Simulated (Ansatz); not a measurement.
## Property card for Nb$_{3}$N$_{5}$

The calculation used DFT PBEsol, scalar-relativistic, plane waves, PAW (Ansatz 0.2.0).

Plane waves to 420 eV, a k mesh through Γ of 8×8×4 on the computed 16-atom cell and Gaussian smearing (0.02 eV); no spin polarisation.

The structure is relaxed at this level of theory with its symmetry kept. Whether it is the stable form of this composition wasn't checked.

The structure is orthorhombic, space group Cmcm (No. 63). The conventional cell has a = 3.867 Å, b = 10.236 Å, c = 10.236 Å, α = 90.00°, β = 90.00°, γ = 90.00°. Nb (site symmetry m) has 6 N at 1.93 to 2.26 Å as nearest neighbours. Nb (site symmetry m2m) is surrounded by 6 N at 2.03 to 2.10 Å. N (site symmetry m) has 4 Nb at 2.03 to 2.26 Å as nearest neighbours. N (site symmetry m) is surrounded by 3 Nb at 1.93 to 2.08 Å. Around N (site symmetry m2m) lie 4 Nb at 2.03 to 2.22 Å.

- Volume per atom: 12.66 Å³
- Formation energy from the elements' standard states (uncorrected): -0.965 eV/atom
- Kohn–Sham band gap: 0.71 eV, indirect from (0.146, 0.146, 0.000) to Y
- Löwdin character of the top 1 eV of the valence band: N 2p 85 %, Nb 4d 10 %
- Löwdin character of the lowest 1 eV of the conduction band: Nb 4d 82 %, N 2p 14 %
- Electron masses at the edge by Cartesian direction of the standard setting (m_e; degenerate bands sorted by energy; no spin-orbit coupling): x: 0.16; y: 2.1; z: 0.62
- Hole masses at the edge by Cartesian direction of the standard setting (m_e; degenerate bands sorted by energy; no spin-orbit coupling): x: 0.60; y: 0.64; z: 0.43
- Bulk modulus: 228 GPa
- Its pressure derivative: 4.7
- Electronic dielectric constant xx, yy, zz of the standard setting (independent particles): 15.0, 13.8, 13.1

Cost: 12 runs of about 51 core-minutes in all, on AMD EPYC 9R45 (Zen 5) (shared hosts).